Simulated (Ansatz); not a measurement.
Geometry optimisation, Ansatz, UKS PBE0-D4/def2-SVP.

The input (input.yaml):

```yaml
crystal:
  periodic: [false, false, false]
  atoms:
    - { symbol: B, position_ang: [0.0, 0.0, 0.0] }
    - { symbol: H, position_ang: [0.0, 0.0, 1.44] }
    - { symbol: H, position_ang: [1.0305, 0.0, -0.595] }
    - { symbol: Cl, position_ang: [-1.6108, 0.0, -0.93] }
    - { symbol: H, position_ang: [0.0, 0.0, 2.4] }
magnetization:
  spin_polarized: true
  initial_magnetization: 1
basis:
  gaussian: { orbitals: def2-SVP }
hamiltonian:
  xc: pbe0
  dispersion: d4
relax:
  f_tol: 0.15
  max_steps: 25
  restrain:
    - { distance: [1, 4], at: 0.66, k: 30.0 }
    - { distance: [0, 1], at: 2.39, k: 30.0 }
```

Launched with:

```bash
$ ansatz run input.yaml --threads 1 --pin off --max-ram 2048MiB --backend cpu --events-out ev --progress --plain --runs-dir out
```

Q: Where does it end, and by what steps?

A: The run converged. The restraints hold the end off the free minimum; the threshold counts their pulls, which the force column leaves out. Restrained pairs: H2–H5 (0.96 → 0.72 Å), B1–H2 (1.44 → 2.40 Å). After 6 steps the energy has fallen by 0.343 eV (the restraints' own energy left out); H2 moved furthest, 0.59 Å.

```json
{"step": "0", "energy less start (eV)": "0.0000", "largest force component (eV/Å)": "2.262", "accepted": "yes"}
{"step": "1", "energy less start (eV)": "-0.0533", "largest force component (eV/Å)": "2.471", "accepted": "yes"}
{"step": "2", "energy less start (eV)": "0.1692", "largest force component (eV/Å)": "5.829", "accepted": "yes"}
{"step": "3", "energy less start (eV)": "-0.2113", "largest force component (eV/Å)": "1.375", "accepted": "yes"}
{"step": "4", "energy less start (eV)": "-0.3200", "largest force component (eV/Å)": "1.905", "accepted": "yes"}
{"step": "5", "energy less start (eV)": "-0.3409", "largest force component (eV/Å)": "1.874", "accepted": "yes"}
{"step": "6", "energy less start (eV)": "-0.3427", "largest force component (eV/Å)": "1.870", "accepted": "yes"}
```

```xyz
5
Properties=species:S:1:pos:R:3
B -0.059 0.000 -0.360
H 0.007 0.000 2.035
H 1.008 0.000 -0.925
Cl -1.564 0.000 -1.191
H 0.028 0.000 2.757
```

Run time: 5.9 s on 1 thread of Intel(R) Xeon(R) 6975P-C (Granite Rapids) (shared host), peak memory 0.13 GiB.
